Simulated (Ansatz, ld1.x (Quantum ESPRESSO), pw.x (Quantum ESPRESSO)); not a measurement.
## Equation-of-state test of one TM potential (Re)

rhenium (Re), norm-conserving Troullier–Martins (Kleinman–Bylander form), made with ld1.x (Quantum ESPRESSO) 7.5 (LDA (PW92), scalar-relativistic). Core [Xe] 4f14, reference 5d5 6s0 6p0 (charge +2). Waves: 6s (bound, empty): rc 2.40 bohr; 6p (bound, empty): rc 2.90 bohr; 5d (bound): rc 2.35 bohr. Local part: all-electron potential smoothed inside 1.90 bohr (lloc = -2). Core correction: Bessel-smoothed model core inside 2.25 bohr.

Crystal test: fcc Re in pw.x 7.5, no spin, 15³ k-points, Fermi–Dirac smearing 0.01 Ry, cutoffs 50/200 Ry. The lattice is a test structure that the element need not adopt, and mesh and smearing are coarse.

pw.x input:

```
&control
  calculation='scf', prefix='x', pseudo_dir='./', outdir='./tmp', tstress=.true., disk_io='none'
/
&system
  ibrav=0, nat=1, ntyp=1, ecutwfc=50, ecutrho=200, nbnd=11,
  occupations='smearing', smearing='fd', degauss=0.01
/
&electrons
  conv_thr=1e-09, mixing_beta=0.4, electron_maxstep=70
/
ATOMIC_SPECIES
Re 1.0 Re.UPF
CELL_PARAMETERS angstrom
  0.00000000 1.92954735 1.92954735
  1.92954735 0.00000000 1.92954735
  1.92954735 1.92954735 0.00000000
ATOMIC_POSITIONS crystal
Re 0.0000 0.0000 0.0000
K_POINTS automatic
15 15 15 0 0 0
```

```bash
pw.x < Re.scf.in > Re.scf.out
```

Problem. How does the run end?

Solution. It converges; the pressure is -16.08 GPa against 0.76 GPa from all-electron LAPW. The largest radius (2.90 bohr) exceeds half the bond length (2.58 bohr), so the spheres overlap, which is one possible source of error among others. This is a poor potential for the solid. Note: ghost state, extra bound levels that the all-electron valence spectrum of the same l lacks: s at -17.8 eV. A true bound ghost makes a file unfit for plane-wave use. Atomic configuration tests: 4 of 9 tests not solved or not reliable. The logarithmic derivative shows an extra or strongly shifted pseudo pole above the reference energy (s near -1.31 Ry). The log shows:

```
     scf convergence threshold =      1.0E-09
     Exchange-correlation= PW
     number of k points=   120  Fermi-Dirac smearing, width (Ry)=  0.0100
     iteration #  1     ecut=    50.00 Ry     beta= 0.40
     total energy              =     -27.87506674 Ry
     estimated scf accuracy    <       1.27216157 Ry
     iteration #  2     ecut=    50.00 Ry     beta= 0.40
     total energy              =     -27.81465607 Ry
     estimated scf accuracy    <       0.19951075 Ry
     iteration #  3     ecut=    50.00 Ry     beta= 0.40
     total energy              =     -27.85624013 Ry
     estimated scf accuracy    <       0.00170693 Ry
     iteration #  4     ecut=    50.00 Ry     beta= 0.40
     total energy              =     -27.85676199 Ry
     estimated scf accuracy    <       0.00020645 Ry
     [... 2 iterations left out ...]
     iteration #  7     ecut=    50.00 Ry     beta= 0.40
     total energy              =     -27.85680236 Ry
     estimated scf accuracy    <       0.00000005 Ry
     iteration #  8     ecut=    50.00 Ry     beta= 0.40
     total energy              =     -27.85680238 Ry
     estimated scf accuracy    <          6.0E-09 Ry
     iteration #  9     ecut=    50.00 Ry     beta= 0.40
     total energy              =     -27.85680238 Ry
     estimated scf accuracy    <          1.1E-09 Ry
     iteration # 10     ecut=    50.00 Ry     beta= 0.40
     the Fermi energy is    17.3899 ev
!    total energy              =     -27.85680238 Ry
     estimated scf accuracy    <          1.6E-10 Ry
     smearing contrib. (-TS)   =      -0.00378955 Ry
     The total energy is F=E-TS. E is the sum of the following terms:
     one-electron contribution =      14.27425736 Ry
     hartree contribution      =       0.36850238 Ry
     xc contribution           =     -11.68957808 Ry
     ewald contribution        =     -30.80619449 Ry
     convergence has been achieved in  10 iterations
          total   stress  (Ry/bohr**3)                   (kbar)     P=     -160.76
     Message from routine punch:
     Nothing written, as per user request (disk_io='none')
```
